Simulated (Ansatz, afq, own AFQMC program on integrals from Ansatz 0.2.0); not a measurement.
Two steps: Ansatz 0.2.0 writes the Fock matrix and Cholesky factors of the valence space, and afq projects on them the lowest state that overlaps trial and start.

```yaml
crystal:
  periodic: [false, false, false]
  atoms:
    - {symbol: N, position_ang: [0.000000, 0.000000, 0.510827]}
    - {symbol: C, position_ang: [0.000000, 0.000000, -0.774802]}
    - {symbol: H, position_ang: [0.000000, 0.856858, 1.066986]}
    - {symbol: H, position_ang: [0.000000, -0.856858, 1.066986]}
basis:
  gaussian: {orbitals: cc-pVDZ}
magnetization: {spin_polarized: true, initial_magnetization: 1}
correlation: {method: ccsd_t, electrons: outside_noble_gas, hamiltonian_folder: ham}
```

```sh
$ ansatz run in.yaml --threads 1 --pin off --events-out ev --progress --plain --max-ram 1382MiB
```

afq runs on the folder ham with

```
--method free --trial cisd --walkers 60 --time-step 0.03 --max-blocks 80 --target-error 0.0004 --factor-cut 1e-05 --seed 4483 --times 0,0.21,0.42,0.81,1.2,1.8,2.4,3 --taylor-order 8
```

Times are imaginary, in 1/Eh. The walk had a cap of 1172 s.

afq prints:

```
orbitals 36  electrons 6 5  factors 279 of 356
reference energy -93.39110196 Eh
CCSD correlation -0.28396887 Eh in 11 cycles, weight of the determinant in the CISD state 0.8929
repeat  energy at the last time / Eh  error
    10  -93.685258  0.002034
    20  -93.684735  0.001186
    30  -93.685101  0.001003
    40  -93.684501  0.000822
    50  -93.684210  0.000779
    60  -93.684555  0.000759
    70  -93.684615  0.000729
    80  -93.684692  0.000719
time / (1/Eh)  energy / Eh  error  mean overlap
  0.00  -93.675026  0.000254  1.1199
  0.21  -93.680485  0.000296  1.1204
  0.42  -93.682425  0.000279  1.1284
  0.81  -93.683835  0.000268  1.1278
  1.20  -93.684454  0.000369  1.1298
  1.80  -93.685221  0.000510  1.1495
  2.40  -93.684939  0.000570  1.1495
  3.00  -93.684692  0.000719  1.1752
energy -93.684692 +/- 0.000719 Eh
```

The run passed its tests (error under three times the target), which doesn't prove that it has relaxed.

Against this walk (error 19.6 meV) on the same determinant: CCSD(T) 29.3 meV higher (within the noise), CCSDT(Q) 8.9 meV lower (within the noise). The error is statistical, and a free projection of finite length keeps a remainder of its start.

Cautions: remainder of the start not in the error; error above the target (19.6 against 10.9 meV).

The walk took 3.6 min on 1 thread of Intel(R) Xeon(R) 6975P-C (Granite Rapids), with other jobs on the host. The log's last line is the free-projection energy.

CCSDT and higher add their correlation energy to the determinant of the CCSD(T) run, since their own runs factorise the integrals more tightly (a shift of under 2 meV). A walk keeps the symmetry of its determinant, which the program's search chose and which needn't be the lowest solution, so a lower state of the same spin and another symmetry isn't excluded.
